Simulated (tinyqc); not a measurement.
Hueckel theory of the pi electrons, for the molecule [CH2]C=CC=C (SMILES; centres numbered as the heavy atoms are written), step by step. Computed by tinyqc, a small Python program that keeps every step. Settings: charge = 0. Command: `OMP_NUM_THREADS=1 python tinyqc.py 31325 31326 out.jsonl` (the two numbers bound the seeds that draw the settings). One thread of a shared host (Intel(R) Xeon(R) Processor @ 2.60GHz), about 0.01 s of CPU time with the checks.

## The Hueckel matrix

Centres:

| centre | z_r, pi electrons of the neutral centre | h |
|---|---|---|
| 1C | 1 | 0.000000 |
| 2C | 1 | 0.000000 |
| 3C | 1 | 0.000000 |
| 4C | 1 | 0.000000 |
| 5C | 1 | 0.000000 |

Bonds:

| i | j | k |
|---|---|---|
| 1 | 2 | 1 |
| 2 | 3 | 1 |
| 3 | 4 | 1 |
| 4 | 5 | 1 |

H_rr = alpha + h_r beta, H_rs = k_rs beta for bonded centres.

Hueckel matrix in units of beta (H = alpha + beta A), lower triangle:
```
          1C        2C        3C        4C        5C
1C  0.000000
2C  1.000000  0.000000
3C  0.000000  1.000000  0.000000
4C  0.000000  0.000000  1.000000  0.000000
5C  0.000000  0.000000  0.000000  1.000000  0.000000
```

## Orbitals

pi electrons, sum of z_r less the charge = 5

Diagonalise; E = alpha + x beta with beta < 0, so the largest x are filled first; degenerate levels share their electrons. P = sum n_i c_ri c_si; each orbital has its largest coefficient positive (the first on a tie).

x values: 1.732051  1.000000  0.000000  -1.000000  -1.732051

occupations: 2.000000  2.000000  1.000000  0.000000  0.000000

coefficients:
```
         MO1        MO2        MO3        MO4        MO5
1C  0.288675   0.500000   0.577350   0.500000   0.288675
2C  0.500000   0.500000   0.000000  -0.500000  -0.500000
3C  0.577350   0.000000  -0.577350   0.000000   0.577350
4C  0.500000  -0.500000   0.000000   0.500000  -0.500000
5C  0.288675  -0.500000   0.577350  -0.500000   0.288675
```

charge and bond-order matrix P, lower triangle:
```
           1C         2C        3C        4C        5C
1C   1.000000
2C   0.788675   1.000000
3C   0.000000   0.577350  1.000000
4C  -0.211325   0.000000  0.577350  1.000000
5C   0.000000  -0.211325  0.000000  0.788675  1.000000
```

## Energy, charges, bond orders

E = sum n x; q_r = z_r - P_rr; bond order p = P_rs; free valence = sqrt(3) - sum of p over the bonds of the atom.

pi energy = 5 alpha + this times beta = 5.464102

pi charges: 1C 0.000000, 2C 0.000000, 3C 0.000000, 4C 0.000000, 5C 0.000000

Bond orders and lengths from R = 1.517 - 0.180 p (angstrom, C-C alone):

| bond | p | R |
|---|---|---|
| 1-2 | 0.788675 | 1.375038 |
| 2-3 | 0.577350 | 1.413077 |
| 3-4 | 0.577350 | 1.413077 |
| 4-5 | 0.788675 | 1.375038 |

free valence of the carbons: 1C 0.943376, 2C 0.366025, 3C 0.577350, 4C 0.366025, 5C 0.943376

gap between the highest filled and the next level = 1.000000 |beta|
